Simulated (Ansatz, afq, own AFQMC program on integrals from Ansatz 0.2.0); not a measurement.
Two steps: Ansatz 0.2.0 writes the Fock matrix and Cholesky factors of the valence space, and afq projects on them the lowest state that overlaps trial and start.

```yaml
crystal:
  periodic: [false, false, false]
  atoms:
    - {symbol: Al, position_ang: [0.000000, 0.000000, -0.118619]}
    - {symbol: H, position_ang: [0.000000, -0.384792, 1.922431]}
    - {symbol: H, position_ang: [0.000000, 0.384794, 1.922430]}
    - {symbol: H, position_ang: [0.000000, 1.536935, -0.334772]}
    - {symbol: H, position_ang: [0.000000, -1.536935, -0.334770]}
basis:
  gaussian: {orbitals: cc-pVDZ}
total_charge: 1
magnetization: {spin_polarized: true, initial_magnetization: 2}
correlation: {method: ccsd_t, electrons: outside_noble_gas, hamiltonian_folder: ham}
```

```sh
$ ansatz run in.yaml --threads 1 --pin off --events-out ev --progress --plain --max-ram 1843MiB
```

afq runs on the folder ham with

```
--method phaseless --trial mp1 --walkers 20 --populations 1 --least-time 40 --time-step 0.01 --steps-per-block 10 --equilibration-blocks 30 --max-blocks 400 --target-error 0.00058 --factor-cut 1e-05 --start spin_pure --seed 908 --taylor-order 6
```

Times are imaginary, in 1/Eh. The walk had a cap of 255 s.

Log:

```
orbitals 33  electrons 4 2  factors 239 of 350
reference energy -243.69687486 Eh
CCSD correlation -0.10723348 Eh in 12 cycles, weight of the determinant in the CISD state 0.8893
energy of the start -243.776566 Eh
 block  time / (1/Eh)  mean weight  energy / Eh
     1     0.100  0.9978  -243.779387
     2     0.200  0.9987  -243.782889
     3     0.300  1.0002  -243.785640
     4     0.400  1.0011  -243.786199
     5     0.500  1.0013  -243.788214
     7     0.700  0.9974  -243.791761
     9     0.900  0.9972  -243.795100
    11     1.100  1.0027  -243.797437
    31     3.100  1.0028  -243.797220
    51     5.100  0.9955  -243.799010
    71     7.100  0.9961  -243.801909
    91     9.100  1.0020  -243.810354
   111    11.100  1.0004  -243.810670
   131    13.100  1.0001  -243.802441
   151    15.100  1.0026  -243.812022
   171    17.100  0.9947  -243.798740
   191    19.100  1.0053  -243.802290
   201    20.100  0.9721  -243.814909
   211    21.100  0.9873  -243.810155
   231    23.100  0.9959  -243.796037
   251    25.100  0.9995  -243.804405
   271    27.100  1.0050  -243.812897
   291    29.100  0.9978  -243.798723
   311    31.100  0.9570  -243.801383
   331    33.100  1.0007  -243.803780
   351    35.100  1.0000  -243.800340
   361    36.100  1.0014  -243.793449
   371    37.100  0.9990  -243.805339
   391    39.100  0.9978  -243.801067
   411    41.100  1.0021  -243.797450
   421    42.100  1.0029  -243.795143
blocks merged  error / Eh  count
     1  0.000309  400
     2  0.000405  200
     4  0.000533  100
     8  0.000678  50
    16  0.000832  25
    32  0.000938  12
energy -243.802673 +/- 0.000832 Eh
(rows thinned)
```

The run passed its tests (sampling time, drift between the halves within three errors, error under three times the target), which doesn't prove that it has relaxed. The second half of the sampling lies above the first by 2.6 errors of their difference, so the energy may still be moving and its error bar be too small.

Against this walk (error 22.6 meV) on the same determinant: CCSD(T) 99.1 meV lower, CCSDT(Q) 120.0 meV lower, full CI 120.5 meV lower, a separate phaseless walk with a CISD trial and standard settings 89.7 ± 23.1 meV lower. The error is statistical and leaves out the bias of the constraint. Full CI is exact here, so the walk's 120 meV above it is the walk's own error: the bias of the constraint with this trial, or a walk that hasn't relaxed.

Cautions: constraint bias not in the error; error above the target (22.6 against 15.8 meV); another spin lies lower (by 5.88 eV); the search met a lower determinant of the same kind, perhaps of another symmetry (106 meV lower), and this one is a saddle point; unrestricted determinant slightly spin contaminated (⟨S²⟩ 2.06 against 2.00); the CCSD(T) amplitudes may be one of several solutions (largest double 0.16); the CCSDT(Q) amplitudes may be one of several solutions (largest double 0.17); so few walkers bias the energy; the time-step error isn't removed.

The walk took 28 s on 1 thread of Arm Neoverse V1, with other jobs on the host. The log's last line is the phaseless energy.

CCSDT and higher add their correlation energy to the determinant of the CCSD(T) run, since their own runs factorise the integrals more tightly (a shift of under 2 meV). A walk keeps the symmetry of its determinant, which the program's search chose and which needn't be the lowest solution, so a lower state of the same spin and another symmetry isn't excluded.
